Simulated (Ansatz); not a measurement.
A nudged elastic band was laid between two geometries of ClH3Si + H3P (9 atoms, charge 0, multiplicity 1).

Theory: Ansatz, RHF/def2-SVP.

```json
{"movable images": "5", "climbing image": "yes", "spring": "5.0 eV/Å²", "optimiser": "quadratic models (default)", "start path": "through a guess of the saddle point", "force threshold": "0.05 eV/Å", "iteration limit": "60", "end points": "relaxed"}
```

Initial state:

```xyz
9
Properties=species:S:1:pos:R:3
Si 0.827 0.251 -0.318
Cl 1.104 -0.108 1.710
H 2.156 0.449 -0.931
H 0.009 1.466 -0.479
H 0.163 -0.918 -0.919
P -3.054 -0.435 1.320
H -3.700 -1.690 1.229
H -4.213 0.288 1.683
H -2.582 -0.615 2.637
```

Final state:

```xyz
9
Properties=species:S:1:pos:R:3
Si -0.548 -0.011 -0.504
Cl 0.470 0.444 3.794
H 0.606 -0.890 -0.216
H -0.179 1.403 -0.277
H -0.965 -0.191 -1.914
P -2.213 -0.539 0.963
H -3.244 0.209 0.355
H -2.565 -1.786 0.403
H -0.650 0.050 3.329
```

Task: Which bonds break or form, and what moves?

Result: Bonds broken: Si1–Cl2, P6–H9. Bonds formed: Si1–P6, Cl2–H9. ClH3Si + H3P becomes ClH + H5PSi.

Task: What energy profile does the band end with?

Result: The forces met the threshold. The highest image is number 3 of 0 to 6, 85.2 kcal/mol above the first end and 65.7 kcal/mol above the last; the last end lies 19.5 kcal/mol above the first. Neighbouring images differ by up to 3.5 eV, so the band resolves the path poorly. A vibrational analysis at the climbing image gives one clearly imaginary mode, 1205i cm⁻¹: a first-order saddle point. The orbitals stay closed-shell, which can raise the energy where a bond breaks towards radicals; this wasn't checked here.

```csv
image,path coordinate (Å),energy (kcal/mol),Si1–Cl2 (Å),P6–H9 (Å),Si1–P6 (Å)
0,0.00,0.0,2.08,1.41,4.27
1,2.34,0.4,2.08,1.41,5.01
2,4.69,4.7,2.08,1.40,3.94
3,7.03,85.2,2.72,1.65,2.55
4,9.70,21.4,3.97,3.81,2.28
5,12.39,20.4,4.46,3.14,2.28
6,15.07,19.5,4.44,2.90,2.28
```

Task: What is the geometry of the highest image?

Result: 
```xyz
9
Properties=species:S:1:pos:R:3:forces:R:3
Si -0.207 0.057 -0.102 -0.01 0.00 0.01
Cl 0.317 -0.924 2.380 -0.04 0.01 -0.03
H 0.633 1.175 0.315 0.00 0.00 -0.01
H -1.021 0.477 -1.269 0.00 0.00 0.00
H 0.344 -1.253 -0.439 0.00 -0.01 -0.01
P -2.491 0.374 0.987 0.05 -0.02 0.00
H -3.085 -0.735 0.352 0.00 0.00 0.00
H -2.675 -0.060 2.312 0.00 -0.01 0.00
H -1.105 -0.423 1.396 0.00 0.01 0.03
```

Run time: 2.6 min on 1 thread of Arm Neoverse V2, with other jobs on the host, peak memory 0.15 GiB.
